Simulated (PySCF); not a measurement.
Results of LNO-CCSD(T) (GTH pseudopotentials, Gaussian basis, DZ basis; PySCF) for zinc-blende InAs.

The same calculation (at the measured cell, 27.791 Å³/atom) with different numerical settings; throughout: k mesh 3×3×3:

```tsv
run	LNO threshold	total energy (eV/atom)	rough time
1	0.0001	-862.3015	30 core-min
2	3e-05	-862.2691	50 core-min
3	1e-05	-862.2494	10 core-h
```

In the column total energy (eV/atom) the first row differs from the last by -0.0521 and the next to last by -0.0197.

The last row is no converged limit: other settings stay fixed.
